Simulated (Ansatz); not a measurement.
# Nudged elastic band run: CH₅NO

input.yaml

```yaml
crystal:
  periodic: [false, false, false]
  atoms:
    - { symbol: "N", position_ang: [-0.577621, -0.175224, -0.786161] }
    - { symbol: C, position_ang: [0.298222, 0.308394, 0.277399] }
    - { symbol: O, position_ang: [0.653487, -0.751578, 1.147907] }
    - { symbol: H, position_ang: [-0.042691, -0.676792, -1.508192] }
    - { symbol: H, position_ang: [-1.073011, 0.597944, -1.248402] }
    - { symbol: H, position_ang: [-0.252959, 1.131152, 0.800947] }
    - { symbol: H, position_ang: [1.27294, 0.734209, -0.064614] }
    - { symbol: H, position_ang: [-0.186166, -1.225305, 1.325417] }
basis:
  gaussian: { orbitals: def2-SVP }
hamiltonian:
  xc: blyp
  dispersion: d4
neb:
  order_check: false
  images: 5
  f_tol: 0.05
  max_iterations: 60
  final_atoms:
    - { symbol: "N", position_ang: [-0.39461139, -0.26787276, -0.87261001] }
    - { symbol: C, position_ang: [0.30788454, 0.30327706, 0.27247086] }
    - { symbol: O, position_ang: [0.01844323, -0.43116201, 1.44928074] }
    - { symbol: H, position_ang: [0.01008722, 0.05272886, -1.76176983] }
    - { symbol: H, position_ang: [-1.38775549, 0.0015797, -0.86956004] }
    - { symbol: H, position_ang: [0.03467485, 1.3576602, 0.52139368] }
    - { symbol: H, position_ang: [1.39866826, 0.29843735, 0.01780831] }
    - { symbol: H, position_ang: [0.10480979, -1.37184842, 1.1872873] }
  initial_path:
    images:
      - { positions_ang: [[-0.577621, -0.175224, -0.786161], [0.298222, 0.308394, 0.277399], [0.653487, -0.751578, 1.147907], [-0.042691, -0.676792, -1.508192], [-1.073011, 0.597944, -1.248402], [-0.252959, 1.131152, 0.800947], [1.27294, 0.734209, -0.064614], [-0.186166, -1.225305, 1.325417]] }
      - { positions_ang: [[-0.60501983, -0.16343456, -0.73658662], [0.26957453, 0.33832799, 0.29563791], [0.5664877, -0.71378196, 1.17472989], [-0.08675731, -0.74042429, -1.38402103], [-0.99296242, 0.60469272, -1.29318153], [-0.23547394, 1.17996688, 0.81992946], [1.24832826, 0.71884811, -0.07901503], [-0.071976, -1.28139489, 1.14680794]] }
      - { positions_ang: [[-0.63241866, -0.15164511, -0.68701224], [0.24092706, 0.36826198, 0.31387683], [0.4794884, -0.67598593, 1.20155278], [-0.13082362, -0.80405659, -1.25985006], [-0.91291383, 0.61144145, -1.33796105], [-0.21798887, 1.22878176, 0.83891193], [1.22371652, 0.70348722, -0.09341607], [0.042214, -1.33748479, 0.96819888]] }
      - { positions_ang: [[-0.65981748, -0.13985567, -0.63743786], [0.21227959, 0.39819598, 0.33211574], [0.3924891, -0.63818989, 1.22837567], [-0.17488994, -0.86768888, -1.13567909], [-0.83286525, 0.61819017, -1.38274058], [-0.20050381, 1.27759664, 0.85789439], [1.19910478, 0.68812633, -0.1078171], [0.156404, -1.39357468, 0.78958982]] }
      - { positions_ang: [[-0.57141545, -0.18252803, -0.71582857], [0.24414791, 0.36655634, 0.31223412], [0.26780714, -0.5691806, 1.30201069], [-0.11323088, -0.56088297, -1.344376], [-1.01782866, 0.41265335, -1.2116804], [-0.12211092, 1.3042845, 0.74572749], [1.26562594, 0.55823, -0.06594196], [0.13920593, -1.3863326, 0.92215565]] }
      - { positions_ang: [[-0.48301342, -0.22520039, -0.79421929], [0.27601622, 0.3349167, 0.29235249], [0.14312518, -0.5001713, 1.37564571], [-0.05157183, -0.25407705, -1.55307292], [-1.20279208, 0.20711653, -1.04062022], [-0.04371804, 1.33097235, 0.63356058], [1.3321471, 0.42833368, -0.02406683], [0.12200786, -1.37909051, 1.05472148]] }
      - { positions_ang: [[-0.39461139, -0.26787276, -0.87261001], [0.30788454, 0.30327706, 0.27247086], [0.01844323, -0.43116201, 1.44928074], [0.01008722, 0.05272886, -1.76176983], [-1.38775549, 0.0015797, -0.86956004], [0.03467485, 1.3576602, 0.52139368], [1.39866826, 0.29843735, 0.01780831], [0.10480979, -1.37184842, 1.1872873]] }
```

Run as:

```bash
$ ansatz run input.yaml --threads 1 --pin off --max-ram 2048MiB --backend cpu --events-out ev --progress --plain --runs-dir out
```

Output, in part (warnings, iteration lines, the closing report on the highest movable image, with atoms numbered from 0):

```
NEB end point (image 0): max|allowed force component| = 3.129e-3 eV/Å (the criterion of neb.relax_end_points is 1.000e-2)
NEB end point (image 6): max|allowed force component| = 1.242e-2 eV/Å (the criterion of neb.relax_end_points is 1.000e-2)
NEB iter   1: max|band force component| = 1.020e1 eV/Å  barrier→ = 1.8566 eV  barrier← = 1.8567 eV  Δτ_max = 0.2000 Å  (181 SCF iters)
NEB iter   2: max|band force component| = 1.243e0 eV/Å  barrier→ = 0.2337 eV  barrier← = 0.2337 eV  Δτ_max = 0.1994 Å  (151 SCF iters)
NEB iter   3: max|band force component| = 6.175e-1 eV/Å  barrier→ = 0.1833 eV  barrier← = 0.1833 eV  Δτ_max = 0.1980 Å  (149 SCF iters)
NEB iter   4: max|band force component| = 6.141e-1 eV/Å  barrier→ = 0.1297 eV  barrier← = 0.1297 eV  Δτ_max = 0.1002 Å  (139 SCF iters)
NEB iter   5: max|band force component| = 2.295e-1 eV/Å  barrier→ = 0.1065 eV  barrier← = 0.1065 eV  CI = image 2  Δτ_max = 0.1993 Å  (138 SCF iters)
NEB iter   6: max|band force component| = 4.524e-1 eV/Å  barrier→ = 0.0823 eV  barrier← = 0.0823 eV  CI = image 2  Δτ_max = 0.0994 Å  (141 SCF iters)
NEB iter   7: max|band force component| = 2.746e-1 eV/Å  barrier→ = 0.0837 eV  barrier← = 0.0837 eV  CI = image 2  Δτ_max = 0.0924 Å  (138 SCF iters)
NEB iter   8: max|band force component| = 1.569e-1 eV/Å  barrier→ = 0.0803 eV  barrier← = 0.0803 eV  CI = image 2  Δτ_max = 0.0247 Å  (144 SCF iters)
NEB iter   9: max|band force component| = 5.518e-2 eV/Å  barrier→ = 0.0804 eV  barrier← = 0.0805 eV  CI = image 2  Δτ_max = 0.0031 Å  (142 SCF iters)
NEB iter  10: max|band force component| = 2.175e-2 eV/Å  barrier→ = 0.0804 eV  barrier← = 0.0804 eV  CI = image 2  Δτ_max = 0.0000 Å  (256 SCF iters)
Total energy: -4650.09545373 eV, -170.8878559768 hartree
Atom 0 at    -0.479325    -0.240227    -0.786505 Å, force     0.008832     0.010271     0.007799 eV/Å
Atom 1 at     0.324147     0.321269     0.296769 Å, force    -0.011677    -0.003489    -0.012878 eV/Å
Atom 2 at     0.394401    -0.579529     1.401170 Å, force     0.003564    -0.002495     0.004822 eV/Å
Atom 3 at     0.052105    -0.368890    -1.653569 Å, force    -0.002193    -0.002596     0.001343 eV/Å
Atom 4 at    -1.307541     0.323329    -1.003821 Å, force     0.000549    -0.002677    -0.000132 eV/Å
Atom 5 at    -0.111327     1.288885     0.645342 Å, force     0.000922     0.000095     0.000042 eV/Å
Atom 6 at     1.360064     0.541060    -0.057925 Å, force     0.000920    -0.000150     0.001879 eV/Å
Atom 7 at    -0.140321    -1.343098     1.102839 Å, force    -0.000918     0.001041    -0.002875 eV/Å
Dipole moment:    -0.168839     0.143223    -0.503721 e Å
```

It converged. A vibrational analysis at the climbing image gives one clearly imaginary mode, 301i cm⁻¹: a first-order saddle point.

Final band (atoms are numbered from 1 in the order of the input):

```
image  path coordinate (Å)  energy (kcal/mol)  dihedral H7–C2–O3–H8 (°)
    0                 0.00                0.0                      -170
    1                 0.42                0.8                      -153
    2                 0.85                1.9                      -122
    3                 1.06                1.5                      -105
    4                 1.28                0.8                       -91
    5                 1.49                0.2                       -80
    6                 1.71                0.0                       -74
```

Run time: 79 s on 1 thread of Arm Neoverse V1 (shared host), peak memory 0.23 GiB.
